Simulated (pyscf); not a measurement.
H₃C–Cl (SMILES CCl) + H• (SMILES [H]) → •H₂C–Cl (SMILES [CH2]Cl) + H₂ (SMILES [H][H]) (hydrogen abstraction; doublet surface; C–H broken, H–H formed). PySCF, gas phase, ωB97X-D3(BJ)/def2-SVP geometries. Energies in kcal/mol from the separated reactants.

```json
[
 {"level": "ωB97X-D3(BJ)/def2-TZVP", "barrier": "11.8", "reaction energy": "-1.8"},
 {"level": "PBE/def2-TZVP", "barrier": "5.9", "reaction energy": "-2.6"},
 {"level": "B3LYP-D3(BJ)/def2-TZVP", "barrier": "[?]", "reaction energy": "[?]"},
 {"level": "PBE0-D3(BJ)/def2-TZVP", "barrier": "8.8", "reaction energy": "-1.5"},
 {"level": "ωB97M-D3(BJ)/def2-TZVP", "barrier": "[?]", "reaction energy": "-1.9"},
 {"level": "HF/def2-TZVP", "barrier": "23.5", "reaction energy": "-0.5"}
]
```

Question: Some entries are withheld; supply them.

Answer: 
- B3LYP-D3(BJ)/def2-TZVP, barrier: 6.3
- B3LYP-D3(BJ)/def2-TZVP, reaction energy: -5.4
- ωB97M-D3(BJ)/def2-TZVP, barrier: 11.7

The functionals in the table span 5.9 kcal/mol in this barrier, from PBE to ωB97X-D3(BJ)/def2-TZVP. One saddle was located; it need not be the lowest between these sides. The angle at the transferred H is 180°.
